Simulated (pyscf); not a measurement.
Thermochemistry of product channels of acetylene (HC≡CH) + Br atom (Br•) on the doublet surface, in eV, from CCSD(T)/def2-TZVPP + ΔMP2(QZVPP) energies (ideal gas, 1 atm, RRHO with modes under 100 cm⁻¹ raised to 100, one conformer, R ln 2 for rigid chiral ones). Single points on ωB97X-D3(BJ)/def2-SVP structures (PySCF, gas phase). Correlated levels are frozen-core, on RHF or UHF. ΔMP2 is the change of the MP2 total energy from the triple- to the quadruple-zeta basis.

| products | ΔE | ΔH(298 K) | ΔG(298 K) | ΔG(900 K) |
|---|---|---|---|---|
| HC≡C–Br + H atom (H•) | [?] | +1.45 | +1.46 | +1.44 |
| H₂C=C•–Br | -0.47 | -0.47 | -0.19 | +0.39 |
| •HC=CH–Br | -0.37 | -0.38 | -0.11 | +0.45 |
| •C≡CH + hydrogen bromide (HBr) | +1.99 | +1.85 | +1.73 | +1.49 |

**Question.** What belongs in the gaps?

**Answer.** 
- HC≡C–Br + H atom (H•), ΔE: +1.66

The channel to H₂C=C•–Br turns unfavourable between 298 and 1200 K (ΔG from -0.19 eV to +0.68 eV). The channel to •HC=CH–Br turns unfavourable between 298 and 1200 K (ΔG from -0.11 eV to +0.74 eV).

These are energies of the channels, which say nothing of barriers. The CCSD(T) − MP2 part came from Ansatz, without density fitting, on the same reference. An open-shell T1 diagnostic exceeds 0.045. A UHF reference is spin-contaminated (<S²> up to 1.15), which harms MP2 most. The frozen core leaves the outer d or s,p core shells of the metals and heavy elements correlated in the MP2 and CC values, and def2-TZVPP describes them poorly, which can shift differences by a few kcal/mol. Left out: orbital degeneracy and the spin-orbit lowering of Br, which is large for Br, Se, Te and I. C₂H has a Π state close over its Σ ground state, and the state reached was not checked. Elements up to Kr have no core potential and no relativistic terms here.
